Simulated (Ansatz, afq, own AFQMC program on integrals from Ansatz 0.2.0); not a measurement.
CHF, singlet → CHF⁺, doublet, worked out

```yaml
atoms:
  - { symbol: C, position_ang: [-0.1260, -0.4787, -0.1172] }
  - { symbol: F, position_ang: [0.8863, 0.0518, 0.4909] }
  - { symbol: H, position_ang: [-0.7603, 0.4269, -0.3736] }
```

Connectivity, by distances: CH–F.

Both states at this geometry.

Basis def2-TZVP. Noble-gas cores (and the filled d shells of Ga–Kr and In–Xe) are frozen. Integrals, coupled cluster, full CI and functionals: Ansatz 0.2.0; the random walks run on the same integrals in our own AFQMC program. The CISD trial takes its coefficients from CCSD amplitudes. Released means that phaseless walkers are propagated on without the constraint, phases kept. ± is one standard error of the sampling.

Total energies in eV. CBS is CCSD(T) at the limit of def2-TZVPP/QZVPP (extrapolated itself); the highest rung of each member is named.

Cautions: CHF (singlet): higher spins were not checked, restricted determinant unstable towards unrestricted (UHF 220 meV lower, ⟨S²⟩ 0.51).

```json
{"member": "CHF⁺, doublet", "count": "+1", "CCSD(T)/def2-TZVP": "-3751.0456", "highest rung in def2-TZVP": "-3751.0929", "which": "CCSDT(Q)", "CCSD(T)/CBS": "-3752.6405"}
{"member": "CHF, singlet", "count": "-1", "CCSD(T)/def2-TZVP": "-3761.4642", "highest rung in def2-TZVP": "-3761.5010", "which": "CCSDT(Q)", "CCSD(T)/CBS": "-3763.2236"}
```

Task: Work out the best estimate of the vertical ionization energy: the CCSD(T)/CBS difference plus the step from CCSD(T) to the highest rung.

Result: Sums with the counts: CCSD(T)/CBS 10.5831 eV, highest rung 10.4081 eV, CCSD(T)/def2-TZVP 10.4186 eV. The step is 10.4081 − 10.4186 = -0.0105 eV, so the best estimate is 10.5831 + (-0.0105) = 10.5726 eV = 1020.1 kJ/mol. The basis set is worth 0.165 eV of it. Zero-point, core-correlation and spin–orbit terms aren't in it.

Best estimates are given only where the step beyond CCSD(T) is under 0.3 eV and no member's determinant is very poor (T1 over 0.05, or 0.07 for open shells, ⟨S²⟩ too high by 0.3, two states mixed), so the hardest cases are missing from such tables.

CCSDT and higher add their correlation energy to the determinant of the CCSD(T) run, since their own runs factorise the integrals more tightly (a shift of under 2 meV). Each member of a difference takes its own highest rung, so a best estimate needn't equal the limit plus the step of one row.
